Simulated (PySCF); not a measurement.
PySCF input (HF/def2-TZVPD):

```python
from pyscf import gto, scf, dft

mol = gto.M(
    atom='''
    F    -1.07548335   -0.31432039   -0.00990984
    C    -0.01550143    0.40315107    0.03875512
    F     1.09632475   -0.22770926   -0.04219575
    H    -0.03196128    1.15138784    0.93877589
    H    -0.06260276    1.30797255   -0.70235629
    ''',
    basis='def2-tzvpd',
    charge=1,
    spin=1,
    verbose=4,
)

mf = scf.UHF(mol).density_fit(auxbasis='def2-universal-jkfit')
mf.conv_tol = 1e-9
mf.max_cycle = 100
mf.max_memory = 1500
mf.kernel()
if not mf.converged:
    mf = mf.newton()
    mf.kernel(mf.make_rdm1())
for _ in range(2):
    mo, _, stable, _ = mf.stability(return_status=True)
    if stable:
        break
    mf.kernel(mf.make_rdm1(mo, mf.mo_occ))
mf.analyze()
```

End of the output:

```
Extra cycle  E= -237.553242530102  delta_E= -1.23e-10  |g|= 6.36e-06  |ddm|= 1.16e-05
converged SCF energy = -237.553242530102  <S^2> = 0.76522519  2S+1 = 2.0151677
uhf_internal: lowest eigs of H = [0.25028864 0.27158332 0.40129752]
<class 'pyscf.df.df_jk.DFUHF'> wavefunction is stable in the internal stability analysis
**** SCF Summaries ****
Total Energy =                        -237.553242530102381
Nuclear Repulsion Energy =              79.448239308657406
One-electron Energy =                 -479.812604191019204
Two-electron Energy =                  162.811122352259389
Two-electron Coulomb Energy =          188.494668809899963
DFT Exchange-Correlation Energy =      -25.683546457640574
HOMO-LUMO gap [eV] =                    13.023011140034232
**** MO energy ****
                             alpha | beta                alpha | beta
MO #1   energy= -26.6689658948971  | -26.6594984456816  occ= 1 | 1
MO #2   energy= -26.6689474250992  | -26.6594691483667  occ= 1 | 1
MO #3   energy= -11.792430878593   | -11.7882630382061  occ= 1 | 1
MO #4   energy= -2.03899852048835  | -2.01682340917838  occ= 1 | 1
MO #5   energy= -1.97330927765344  | -1.94954259065893  occ= 1 | 1
MO #6   energy= -1.33330695467509  | -1.26734402145396  occ= 1 | 1
MO #7   energy= -1.14739008437709  | -1.12445593165593  occ= 1 | 1
MO #8   energy= -1.14510841025359  | -1.11519848053468  occ= 1 | 1
MO #9   energy= -1.12252749005038  | -1.04119521601114  occ= 1 | 1
MO #10  energy= -1.02564762020541  | -0.971361733485537 occ= 1 | 1
MO #11  energy= -0.979157012991179 | -0.931805250819767 occ= 1 | 1
MO #12  energy= -0.971647489154762 | -0.927592889743433 occ= 1 | 1
MO #13  energy= -0.87037556897636  | -0.39178873291948  occ= 1 | 0
MO #14  energy= -0.130128056177011 | -0.125159761913419 occ= 0 | 0
MO #15  energy= -0.0850441064716366 | -0.0752072775636253 occ= 0 | 0
MO #16  energy= -0.0785151757495241 | -0.0733832436383108 occ= 0 | 0
MO #17  energy= -0.0784349554432061 | -0.0641695642616681 occ= 0 | 0
MO #18  energy= -0.0183442947696436 | -0.0105867869197197 occ= 0 | 0
MO #19  energy= -0.0171046564665755 | -0.00308922114004127 occ= 0 | 0
MO #20  energy= -0.00397108634631697 | 0.000858526051749773 occ= 0 | 0
MO #21  energy= -0.000243290079269889 | 0.0012214210462708 occ= 0 | 0
MO #22  energy= 0.00125659631173497 | 0.00388383283016471 occ= 0 | 0
MO #23  energy= 0.0560378310278867 | 0.0591365383994086 occ= 0 | 0
MO #24  energy= 0.0752368214931233 | 0.0856894268489514 occ= 0 | 0
MO #25  energy= 0.0916084225716446 | 0.097606108596006  occ= 0 | 0
MO #26  energy= 0.0956969942325575 | 0.122291679680635  occ= 0 | 0
MO #27  energy= 0.115785938332005  | 0.125047439141088  occ= 0 | 0
MO #28  energy= 0.127798564582044  | 0.137564627084418  occ= 0 | 0
MO #29  energy= 0.128276300642403  | 0.143950402323425  occ= 0 | 0
MO #30  energy= 0.169127846073925  | 0.170785615484758  occ= 0 | 0
MO #31  energy= 0.174293014973822  | 0.176201674974644  occ= 0 | 0
MO #32  energy= 0.177153034134629  | 0.181050156336885  occ= 0 | 0
MO #33  energy= 0.203063193183657  | 0.204227599102182  occ= 0 | 0
MO #34  energy= 0.212898309805032  | 0.222749840875242  occ= 0 | 0
MO #35  energy= 0.235587331494775  | 0.238927166141986  occ= 0 | 0
MO #36  energy= 0.264013238585405  | 0.268702466678009  occ= 0 | 0
MO #37  energy= 0.26454769116588   | 0.270970634159088  occ= 0 | 0
MO #38  energy= 0.297755486123048  | 0.310353900242748  occ= 0 | 0
MO #39  energy= 0.333819848658618  | 0.336245095801342  occ= 0 | 0
MO #40  energy= 0.338300025280742  | 0.339492678702086  occ= 0 | 0
MO #41  energy= 0.431321288850891  | 0.433891974637159  occ= 0 | 0
MO #42  energy= 0.456973882602483  | 0.482378977735723  occ= 0 | 0
MO #43  energy= 0.466852137482086  | 0.506094868841274  occ= 0 | 0
MO #44  energy= 0.510766990962001  | 0.514555573470376  occ= 0 | 0
MO #45  energy= 0.519773812321825  | 0.519956372313655  occ= 0 | 0
MO #46  energy= 0.545074502375786  | 0.546718437051044  occ= 0 | 0
MO #47  energy= 0.566569057344898  | 0.580099390495941  occ= 0 | 0
MO #48  energy= 0.598889309345062  | 0.600574623147568  occ= 0 | 0
MO #49  energy= 0.600851169456629  | 0.607666727055453  occ= 0 | 0
MO #50  energy= 0.604028504313017  | 0.607928916170857  occ= 0 | 0
MO #51  energy= 0.607383278359104  | 0.614761832189065  occ= 0 | 0
MO #52  energy= 0.678663424940829  | 0.68121783934512   occ= 0 | 0
MO #53  energy= 0.712849956319243  | 0.714885282694556  occ= 0 | 0
MO #54  energy= 0.818933174169792  | 0.829660942857448  occ= 0 | 0
MO #55  energy= 0.825426566877068  | 0.858033929041987  occ= 0 | 0
MO #56  energy= 0.91579209891932   | 0.919666348300863  occ= 0 | 0
MO #57  energy= 0.924100460259676  | 0.926518312088582  occ= 0 | 0
MO #58  energy= 0.964752176260461  | 0.981095004907957  occ= 0 | 0
MO #59  energy= 1.03794360344925   | 1.05237171908531   occ= 0 | 0
MO #60  energy= 1.05026940952746   | 1.05646898768848   occ= 0 | 0
MO #61  energy= 1.06383052118755   | 1.06581361439423   occ= 0 | 0
MO #62  energy= 1.06927645912174   | 1.08431405687812   occ= 0 | 0
MO #63  energy= 1.08680265402636   | 1.08870410097329   occ= 0 | 0
MO #64  energy= 1.17549323254268   | 1.17739676261913   occ= 0 | 0
MO #65  energy= 1.20011724358899   | 1.20605103128669   occ= 0 | 0
MO #66  energy= 1.28183491700001   | 1.28240458523098   occ= 0 | 0
MO #67  energy= 1.47891652477185   | 1.52760652461243   occ= 0 | 0
MO #68  energy= 1.70687719573972   | 1.71048879731992   occ= 0 | 0
MO #69  energy= 1.7123194459622    | 1.7404839996701    occ= 0 | 0
MO #70  energy= 1.79550918572147   | 1.82535313339634   occ= 0 | 0
MO #71  energy= 1.83572978352986   | 1.86236240513993   occ= 0 | 0
MO #72  energy= 1.8674868360244    | 1.89835054351936   occ= 0 | 0
MO #73  energy= 2.0246310097088    | 2.049589795587     occ= 0 | 0
MO #74  energy= 2.03548573329129   | 2.06569194963891   occ= 0 | 0
MO #75  energy= 2.10925323880877   | 2.11109794175613   occ= 0 | 0
MO #76  energy= 2.19102706176908   | 2.20073032141569   occ= 0 | 0
MO #77  energy= 2.33801608058991   | 2.35433245582948   occ= 0 | 0
MO #78  energy= 2.3430945755153    | 2.35920627142968   occ= 0 | 0
MO #79  energy= 2.36015475040727   | 2.37297252755156   occ= 0 | 0
MO #80  energy= 2.51340909485139   | 2.52340174837313   occ= 0 | 0
MO #81  energy= 2.53831707791979   | 2.56440434218548   occ= 0 | 0
MO #82  energy= 2.54406277864316   | 2.56796949719624   occ= 0 | 0
MO #83  energy= 2.66630093847846   | 2.68827671801521   occ= 0 | 0
MO #84  energy= 2.70320160603293   | 2.7101794422024    occ= 0 | 0
MO #85  energy= 2.70800206384209   | 2.71908142045367   occ= 0 | 0
MO #86  energy= 2.72507569506961   | 2.74857167940116   occ= 0 | 0
MO #87  energy= 2.85602715368497   | 2.86797818964439   occ= 0 | 0
MO #88  energy= 2.99981162703615   | 3.00975178753962   occ= 0 | 0
MO #89  energy= 3.1720473783839    | 3.19365871880715   occ= 0 | 0
MO #90  energy= 3.19023557550171   | 3.20257884241684   occ= 0 | 0
MO #91  energy= 3.24761015736      | 3.26868417182099   occ= 0 | 0
MO #92  energy= 3.32733020645325   | 3.3267027109238    occ= 0 | 0
MO #93  energy= 3.39170683815538   | 3.40537418576446   occ= 0 | 0
MO #94  energy= 3.40192409068355   | 3.41051366601378   occ= 0 | 0
MO #95  energy= 3.44109637358233   | 3.44335797386794   occ= 0 | 0
MO #96  energy= 3.52240680725545   | 3.54110135391701   occ= 0 | 0
MO #97  energy= 3.60329403116535   | 3.61570386123562   occ= 0 | 0
MO #98  energy= 3.64384143156428   | 3.65733787110801   occ= 0 | 0
MO #99  energy= 3.84868551764376   | 3.87355983985141   occ= 0 | 0
MO #100 energy= 4.00389056746466   | 4.01286675643734   occ= 0 | 0
MO #101 energy= 4.00820356345086   | 4.02528637325594   occ= 0 | 0
MO #102 energy= 4.07895951241822   | 4.08836540119026   occ= 0 | 0
MO #103 energy= 4.19477128010314   | 4.1987794848256    occ= 0 | 0
MO #104 energy= 4.20351851728749   | 4.20804943541755   occ= 0 | 0
[...]
```
